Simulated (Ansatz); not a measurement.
# MgPH₂ (sextet): wave-function methods side by side, def2-TZVPP

The task here is to estimate one member of a computed series from the others.

Computed with Ansatz 0.2.0, Gaussian basis. Level: def2-TZVPP, core rule «outside noble gas», up to 10 orbitals frozen.

The runs, in order: UHF; ROHF; CCSD(T) on UHF.

### The geometry

The geometry is a PBE0/def2-TZVP stationary point (not a proven minimum) of the parent state, kept for this charge and spin.

4 atoms, charge 0, spin multiplicity 6.

Atoms are counted from 1 here; the program's logs count them from 0.

Bond lengths: P1–Mg2 2.691 Å, P1–H3 1.421 Å, Mg2–H4 1.802 Å. Angles: Mg2–P1–H3 110.3°, P1–Mg2–H4 62.9°.

The first run:

File in.yaml:

```yaml
crystal:
  periodic: [false, false, false]
  atoms:
    - {symbol: P, position_ang: [0.000000, 0.077819, 1.164095]}
    - {symbol: Mg, position_ang: [0.000000, 0.017370, -1.525734]}
    - {symbol: H, position_ang: [0.000000, -1.243014, 1.686975]}
    - {symbol: H, position_ang: [0.000000, -1.567191, -0.668494]}
basis:
  gaussian: {orbitals: def2-TZVPP}
magnetization: {spin_polarized: true, initial_magnetization: 5}
hamiltonian: {xc: hf}
output: {orbitals: {seedname: orbitals}}
```

The run is started by

```bash
> ansatz run in.yaml --threads 1 --pin off --events-out ev --progress --plain --max-ram 2816MiB --backend cpu
```

Among the steps run: UHF; ROHF; CCSD(T) on UHF.

One table of the session follows, with a row left open; its other results are not shown here.

It belongs to the step «Misses and costs». 

```
  method  from UCCSD(T) (kJ/mol)
    ROHF                       ?
     UHF                  +395.8
    UMP2                   +86.8
   UCCSD                   +14.0
UCCSD(T)                       0
```

**Question.** Estimate the row for ROHF.

The run gave: from UCCSD(T) (kJ/mol): +412.9. In the column «from UCCSD(T) (kJ/mol)» it is the highest.
